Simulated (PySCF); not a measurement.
## Level sweep

Compound: C5H8O.
Z-matrix (Å and degrees, PBE0-D3(BJ)/def2-SVP geometry), rows numbered from 1:
```
C 
O   1  1.3967
C   2  1.3854  1  112.76
C   3  1.4918  2  121.53  1   -76.65
C   4  1.4947  3   97.93  2   -60.67
C   3  1.4744  2  119.59  1  -148.12
H   1  1.1068  2  111.66  3    59.68
H   1  1.1080  2  112.04  3   -61.51
H   1  1.0988  2  107.82  3   179.31
H   3  1.1025  2  113.37  1    68.23
H   4  1.0895  3  130.64  6  -118.54
H   5  1.0956  4  116.59  6  -106.74
H   5  1.0959  4  119.21  6   108.37
H   6  1.0890  3  130.17  4   119.97
```

PySCF, dipoles from the SCF density, polarisabilities from static response with core orbitals frozen. One conformer (not necessarily the lowest) at the PBE0-D3(BJ)/def2-SVP geometry, without solvent, vibrations or thermal averaging.

The anisotropy is √(½[(α1 − α2)² + (α2 − α3)² + (α3 − α1)²]).

```csv
level,μ (D),α (au),anisotropy (au)
LDA/def2-SVPD,1.555,63.51,14.21
PBE/def2-SVPD,1.505,62.81,14.13
B3LYP/def2-SVPD,1.585,61.09,13.10
PBE0/def2-SVPD,1.589,60.38,13.06
BHandHLYP/def2-SVPD,1.665,58.91,12.20
CAM-B3LYP/def2-SVPD,1.646,60.06,12.48
wB97X-D/def2-SVPD,1.613,60.05,12.33
LC-wPBE/def2-SVPD,1.676,58.43,12.03
HF/def2-SVPD,1.727,56.95,11.16
PBE0/6-31G*,1.599,51.15,13.78
PBE0/def2-SVP,1.591,52.76,13.50
PBE0/def2-TZVP,1.513,59.40,13.78
```

The dipole runs from 1.51 D (PBE/def2-SVPD) to 1.73 D (HF/def2-SVPD). No reference polarisability is at hand; against PBE0 in the largest diffuse basis at hand (def2-SVPD) the other PBE0 rows deviate by 6-31G* -15%, def2-SVP -13%, def2-TZVP -2%. In one basis (def2-SVPD) the functionals order the polarisability from HF (lowest) to LDA (highest), a spread of 12%. With PBE0 the polarisability is 54.44 au without diffuse functions (mean of 6-31G*, def2-SVP and def2-TZVP) and 60.38 au with them (def2-SVPD).
